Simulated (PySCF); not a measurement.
Computed and published core binding energies of methylamine

The experiment to reproduce (core binding energies): N 1s of N2 (atom 2) 405.10 eV [1]; N 1s of N2 405.17 eV [2]; N 1s of N2 405.17 eV [3]. Sources and the comparison follow the method.

Compound: methylamine, CH₅N.
Atom-mapped SMILES: `[CH3:1][NH2:2]`

The calculation used PySCF 2.14.0, delta-SCF UKS SCAN, pcX-2 on the ionised atom, pcseg-1 elsewhere, spin-free X2C. Vertical ΔSCF values, vacuum level as zero.

```tsv
atom	environment	level	this calculation (eV)	reference (eV)	difference (eV)	source
N2	primary amine nitrogen	N 1s	405.16	405.10	+0.06	[1]
N2	primary amine nitrogen	N 1s	405.16	405.17	-0.01	[2]
N2	primary amine nitrogen	N 1s	405.16	405.17	-0.01	[3]
```

[1] measured, gas; Qian, Crumlin, Prendergast, Phys. Chem. Chem. Phys. 2022, 24, 2243
[2] measured, gas; CORE65 (Golze, Keller, Rinke, J. Phys. Chem. Lett. 2020, 11, 1840), as tabulated in Jana, Herbert, J. Chem. Phys. 2023, 158, 094111, SI
[3] measured, gas; Jolly, The use of core electron binding energies as bench marks for the comparison of valence shell ionization potentials, LBL-11396 (1980); values from Bakke, Chen, Jolly 1980

Problem. How far is it from the measured entries?

Solution. Over the 2 different measured values (1 distinct line) the mean signed difference is +0.03 eV, the mean unsigned one 0.03 eV and the largest 0.06 eV. The calculation is vertical and has no vibrational structure, and measured positions depend on the energy calibration.

Problem. What does the calculation give for the levels without a reference value here?

Solution. C1 C 1s 291.56 eV.

Isolated species at its PBE0-D3(BJ)/def2-SVP geometry, gas phase.
